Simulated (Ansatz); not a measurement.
**B₂NH₅: up Jacob's ladder to CCSD(T)**

The task here is to estimate one member of a computed series from the others.

Method: functionals in def2-TZVPP, the program's frozen cores in correlated methods; program: Ansatz 0.2.0, Gaussian basis.

Levels to be run: LDA (SPW92), PBE-D4, revPBE-D4, BLYP-D4, r2SCAN-D4, B97M-V, PBE0-D4, B3LYP-D4, r2SCANh-D4, r2SCAN0-D4, HSE06-D4, BHLYP-D4, CAM-B3LYP-D4, LC-ωPBE, ωB97X-V, ωB97M-V, B2PLYP, PBE-QIDH; CCSD(T)/def2-SVP; CCSD(T)/def2-TZVPP; MP2/def2-QZVPP; extrapolation to the limit; RPA on PBE.

## The geometry

All runs share one geometry, relaxed beforehand with PBE0-D4 in a triple-zeta def2 set.

SMILES `BNB`, 8 atoms, charge 0, spin multiplicity 1.

Atoms are counted from 1 here; the program's logs count them from 0.

Bond lengths: B1–N2 1.417 Å, B1–H4 1.194 Å, B1–H5 1.197 Å, N2–B3 1.417 Å, N2–H6 1.011 Å, B3–H7 1.197 Å, B3–H8 1.194 Å. Angles: N2–B1–H4 118.5°, N2–B1–H5 119.5°, H4–B1–H5 122.0°, B1–N2–B3 125.8°, B1–N2–H6 117.1°, B3–N2–H6 117.1°, N2–B3–H7 119.5°, N2–B3–H8 118.5°, H7–B3–H8 122.0°.

The first run:

in.yaml reads:

```yaml
crystal:
  periodic: [false, false, false]
  atoms:
    - {symbol: B, position_ang: [-0.828179, 0.654936, -0.693284]}
    - {symbol: N, position_ang: [0.259966, 0.377739, 0.170776]}
    - {symbol: B, position_ang: [0.695222, -0.910854, 0.567731]}
    - {symbol: H, position_ang: [-1.449436, -0.261407, -1.140095]}
    - {symbol: H, position_ang: [-1.097756, 1.791243, -0.954065]}
    - {symbol: H, position_ang: [0.770999, 1.169496, 0.536526]}
    - {symbol: H, position_ang: [1.631569, -1.014224, 1.305594]}
    - {symbol: H, position_ang: [0.109715, -1.864129, 0.150917]}
basis:
  gaussian: {orbitals: def2-TZVPP}
hamiltonian: {xc: lda}
output: {orbitals: {seedname: orbitals}}
```

Steps of the session up to this table: LDA; PBE-D4 (GGA); revPBE-D4 (GGA); BLYP-D4 (GGA); r2SCAN-D4 (meta-GGA); B97M-V (meta-GGA); PBE0-D4 (hybrid); B3LYP-D4 (hybrid); r2SCANh-D4 (hybrid); r2SCAN0-D4 (hybrid); HSE06-D4 (hybrid); BHLYP-D4 (hybrid); CAM-B3LYP-D4 (range-separated); LC-ωPBE-D4 (range-separated; the results give it without D4); ωB97X-V (range-separated); ωB97M-V (range-separated); B2PLYP (double hybrid); PBE-QIDH (double hybrid).

One table of the session follows, with a row left open; its other results are not shown here.

It belongs to the step «Frontier levels by functional». 

```
  functional  HOMO (eV)  gap (eV)
 LDA (SPW92)      -7.75      5.06
      PBE-D4          ?         ?
   revPBE-D4      -7.73      5.45
     BLYP-D4      -7.71      5.48
   r2SCAN-D4      -8.07      6.10
      B97M-V      -8.15      6.08
     PBE0-D4      -9.18      7.83
    B3LYP-D4      -9.00      7.43
  r2SCANh-D4      -8.60      6.98
  r2SCAN0-D4      -9.39      8.30
    HSE06-D4      -8.77      7.03
    BHLYP-D4     -10.60     10.34
CAM-B3LYP-D4     -10.68     10.43
     LC-ωPBE     -12.08     13.02
     ωB97X-V     -11.71     12.57
     ωB97M-V     -11.53     12.13
```

Q: Estimate the row for PBE-D4 from the others.

**Answer.** HOMO (eV): -7.75; gap (eV): 5.35.
